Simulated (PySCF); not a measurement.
Si2, SMILES [Si]=[Si] (connectivity only; charge and spin as stated), neutral, multiplicity 3. Atoms are numbered in the order given.

```xyz
2

Si     0.0000     0.0000    -1.1263
Si     0.0000     0.0000     1.1263
```
Charge 0, spin multiplicity 3.

The structure is a stationary point at PBE0-D3(BJ)/def2-TZVPD.

Method: M06-2X/def2-TZVPD (PySCF).

Gas-phase values at a fixed geometry.

Computed frontier levels, dipole moment and polarisability:
α spin, highest occupied and lowest empty level: -6.99 and -1.38 eV
β spin, highest occupied and lowest empty level: -6.66 and -3.33 eV
dipole moment: 0.00 D
mean static polarisability: 122.5 bohr³ (18.15 Å³)
polarisability, principal values: 112.5, 127.5, 127.5 bohr³
⟨S²⟩: 2.006 (pure state 2.00)
